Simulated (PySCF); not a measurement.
# SiH4S (SMILES [H][Si]([H])([H])S) at MP2/STO-6G

Aim: the vertical ionisation energy of SiH4S at MP2/STO-6G, from 2 runs. The job is set up through a Python script.

The calculation is run with PySCF 2.14.0.

6 further runs of the same task are left out: 6 set aside as unsound or not needed.

## (1) The system as given

The species is SiH4S (6 atoms), meant as a singlet with charge 0. As SMILES, `[H][Si]([H])([H])S`. The coordinates come from a GFN2-xTB relaxation.

Bond lengths: Si1–S2 2.147 Å, S2–H3 1.325 Å, Si1–H4 1.452 Å, Si1–H5 1.457 Å, Si1–H6 1.458 Å. Angles: Si1–S2–H3 97.0°, S2–Si1–H4 103.2°, S2–Si1–H5 107.7°, S2–Si1–H6 107.7°, H4–Si1–H5 113.2°, H4–Si1–H6 113.1°, H5–Si1–H6 111.3°.

## (2) The energy at MP2/STO-6G

File mol.xyz:

```xyz
6

Si     0.201210    -0.014540    -0.544580
S      0.253720     0.019820     1.601470
H     -1.056810     0.059910     1.795240
H      1.606010    -0.020690    -0.909950
H     -0.503230     1.180600    -0.990160
H     -0.500900    -1.225100    -0.952020
```

File calc.py:

```python
from pyscf import gto, scf, mp

mol = gto.M(
    atom='mol.xyz',
    spin=0,
    max_memory=1860,
    basis='sto-6g',
    verbose=3,
    charge=0,
)

mf = scf.RHF(mol)
mf.conv_tol = 1e-10
mf.kernel()
if not mf.converged:
    mf = mf.newton().run(mf.mo_coeff, mf.mo_occ)

pt = mp.MP2(mf, frozen=10).run()
e_final = pt.e_tot
print(f'total energy: {e_final:.8f} hartree')
```

Command:

```bash
$ OMP_NUM_THREADS=1 python calc.py
```

What it wrote:

```text
converged SCF energy = -686.403033940263
E(RMP2) = -686.465781631388  E_corr = -0.0627476911254944
E(SCS-RMP2) = -686.47618082697  E_corr = -0.0731468867069705
total energy: -686.46578163 hartree
```

Wall time 0.99 s (1 thread of Intel Xeon 6975P-C (Granite Rapids), shared host); peak memory 0.11 GiB.

## (3) The doublet cation

File calc.py:

```python
from pyscf import gto, scf, mp

molecule = gto.Mole()
molecule.atom = '''
Si     0.201210    -0.014540    -0.544580
S      0.253720     0.019820     1.601470
H     -1.056810     0.059910     1.795240
H      1.606010    -0.020690    -0.909950
H     -0.503230     1.180600    -0.990160
H     -0.500900    -1.225100    -0.952020
'''
molecule.verbose = 3
molecule.charge = 1
molecule.spin = 1
molecule.basis = 'sto-6g'
molecule.max_memory = 1860
molecule.build()

mf = scf.UHF(molecule)
mf.conv_tol = 1e-10
mf.kernel()
if not mf.converged:
    mf = mf.newton().run(mf.mo_coeff, mf.mo_occ)

pt = mp.MP2(mf, frozen=10).run()
energy = pt.e_tot
print('E(%s) = %.9f' % ('MP2', energy))
```

Command:

```bash
$ OMP_NUM_THREADS=1 python calc.py
```

What it wrote:

```text
converged SCF energy = -686.193174624586  <S^2> = 0.75649993  2S+1 = 2.0064894
E(UMP2) = -686.252692583318  E_corr = -0.0595179587319875
E(SCS-UMP2) = -686.262727916378  E_corr = -0.0695532917925266
E(MP2) = -686.252692583
```

Run time: 1.1 s. Hardware: 1 thread of Intel Xeon 6975P-C (Granite Rapids), shared host; peak memory 0.11 GiB.

## (4) Outcome

At MP2/STO-6G, 10 core orbitals frozen:

```
                                                                  quantity          value
                                               singlet SiH4S: total energy  -686.46578 Eh
                       singlet SiH4S: dipole moment (Hartree–Fock density)         1.52 D
                        singlet SiH4S: HOMO energy (Hartree–Fock orbitals)       -6.97 eV
                        singlet SiH4S: LUMO energy (Hartree–Fock orbitals)       11.17 eV
                      singlet SiH4S: HOMO–LUMO gap (Hartree–Fock orbitals)       18.14 eV
               singlet SiH4S: correlation energy (10 core orbitals frozen)      -62.7 mEh
                                              doublet cation: total energy  -686.25269 Eh
doublet cation: HOMO energy (Hartree–Fock orbitals) (highest over α and β)      -17.64 eV
 doublet cation: LUMO energy (Hartree–Fock orbitals) (lowest over α and β)       -4.47 eV
              doublet cation: correlation energy (10 core orbitals frozen)      -59.5 mEh
                         doublet cation: ⟨S²⟩ of the reference determinant          0.756
                        vertical ionisation energy (to the doublet cation)       5.798 eV
```

In words: Removing an electron at fixed nuclei costs 5.80 eV (559 kJ/mol). In a minimal basis such a difference can be off by several eV, whatever the method. Mulliken charges (singlet SiH4S) of the mean-field density run from -0.16 on H6 to +0.62 on Si1; they depend strongly on the basis. Mulliken charges (doublet cation) of the mean-field density run from -0.07 on H4 to +0.68 on Si1; they depend strongly on the basis.
